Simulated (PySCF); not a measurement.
# C5H9N: core ionisation energies

Compound: C5H9N.
Geometry (GFN2-xTB, Å), atoms numbered from 1 in this order:
```
atom  x, y, z in Å
C1     0.7625   -1.2839    2.3197
N2     0.4408   -0.7427    1.3425
C3     0.0509   -0.0863    0.1557
C4    -0.8362    1.1029    0.5364
C5     1.3168    0.3896   -0.5636
C6    -0.7227   -1.0851   -0.7104
H7    -1.1534    1.6297   -0.3600
H8    -1.7185    0.7609    1.0734
H9    -0.2901    1.7940    1.1752
H10    1.0496    0.9006   -1.4853
H11    1.8767    1.0758    0.0686
H12    1.9571   -0.4567   -0.8045
H13   -1.0384   -0.6073   -1.6345
H14   -0.0962   -1.9408   -0.9538
H15   -1.6035   -1.4427   -0.1812
```

Level of theory: PySCF 2.14.0, delta-SCF UKS SCAN, pcX-2 on the ionised atom, pcseg-1 elsewhere, spin-free X2C. Vertical ΔSCF values, vacuum level as zero.

Question: List the computed XPS lines with their assignment.

Answer: 
```csv
atom(s),bonded to,level,binding energy (eV),above the level's lowest (eV),count
N2,C (triple bond) and C,N 1s,405.95,0.00,1
C3,N and 3 C,C 1s,292.73,+1.77,1
C1,N (triple bond),C 1s,291.56,+0.60,1
C4/C5/C6,C and 3 H,C 1s,290.96,0.00,3
```

The listed C 1s values span 1.77 eV, from C4/C5/C6 (bonded to C and 3 H) to C3 (bonded to N and 3 C). Summing the Pauling electronegativity differences to the bonded atoms, each weighted by its formal bond order, gives -1.05 for the lowest site and +0.49 for the highest; the largest sum, +1.47, belongs to C1, 1.17 eV below the top.

Question: Which photon energy gives electrons from C 1s of C3 a kinetic energy of 200 eV, and what is their de Broglie wavelength?

Answer: hν = 292.73 + 200 = 492.73 eV, recoil neglected; λ = 12.264 Å/√(E/eV) = 0.87 Å.

Question: Which effective nuclear charge Zeff reproduces each element's mean 1s value in the hydrogen-like formula E = 13.606 eV × Zeff²?

Answer: C (Z = 6): mean 291.4 eV, Zeff = 4.63, Z − Zeff = 1.37; N (Z = 7): mean 405.9 eV, Zeff = 5.46, Z − Zeff = 1.54. Means run over the listed sites, weighted by atom count.

Atoms equivalent by their bonding share one computed value, that of the first of them. Geometry: GFN2-xTB; no solvent, vibrations or thermal averaging.
